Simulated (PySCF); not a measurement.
Frontier levels across methods

Species: CH8BN.
Structure used (PBE0-D3(BJ)/def2-SVP), in Å, numbered top down from 1:
```xyz
11
CH8BN angstrom
C      1.142    0.636   -0.074
B      0.194   -0.659    0.067
N     -1.349   -0.119    0.258
H      2.186    0.317   -0.220
H      0.894    1.276   -0.942
H      1.144    1.286    0.822
H      0.400   -1.332    1.075
H      0.138   -1.357   -0.944
H     -2.001   -0.898    0.345
H     -1.433    0.461    1.094
H     -1.637    0.446   -0.542
```

Basis pcSseg-2 throughout (PySCF), one geometry. Isolated species at its PBE0-D3(BJ)/def2-SVP geometry, gas phase.

Question: How do the orbital energies, the gap and the dipole change with the method?

Answer: 
```json
{"method": "B97-2", "kind": "global hybrid", "HOMO (eV)": "-7.13", "LUMO (eV)": "-0.30", "gap (eV)": "6.83", "μ (D)": "5.11", "SCF cycles": "12"}
{"method": "PBE0", "kind": "global hybrid", "HOMO (eV)": "-7.37", "LUMO (eV)": "-0.33", "gap (eV)": "7.04", "μ (D)": "5.11", "SCF cycles": "12"}
{"method": "mPW1PW91", "kind": "global hybrid", "HOMO (eV)": "-7.40", "LUMO (eV)": "-0.34", "gap (eV)": "7.06", "μ (D)": "5.12", "SCF cycles": "12"}
{"method": "BHandHLYP", "kind": "global hybrid", "HOMO (eV)": "-8.69", "LUMO (eV)": "0.18", "gap (eV)": "8.87", "μ (D)": "5.15", "SCF cycles": "12"}
{"method": "CAM-B3LYP", "kind": "range-separated hybrid", "HOMO (eV)": "-8.83", "LUMO (eV)": "0.33", "gap (eV)": "9.16", "μ (D)": "5.14", "SCF cycles": "12"}
{"method": "wB97X-D", "kind": "range-separated hybrid", "HOMO (eV)": "-9.29", "LUMO (eV)": "1.44", "gap (eV)": "10.73", "μ (D)": "5.19", "SCF cycles": "12"}
{"method": "LC-wPBE", "kind": "range-separated hybrid", "HOMO (eV)": "-10.17", "LUMO (eV)": "1.54", "gap (eV)": "11.71", "μ (D)": "5.19", "SCF cycles": "12"}
```

The HOMO spans 3.04 eV, from B97-2 down to LC-wPBE, and the gap runs from 6.83 eV (B97-2) to 11.71 eV (LC-wPBE). Over the methods B97-2 (21 %), PBE0 (25 %), mPW1PW91 (25 %), BHandHLYP (50 %), a straight line through the gap against the share of exact exchange rises by 0.72 eV for each 10 % (correlation coefficient 0.999). The dipole ranges from 5.11 D (B97-2) to 5.19 D (LC-wPBE). This basis has no diffuse functions.
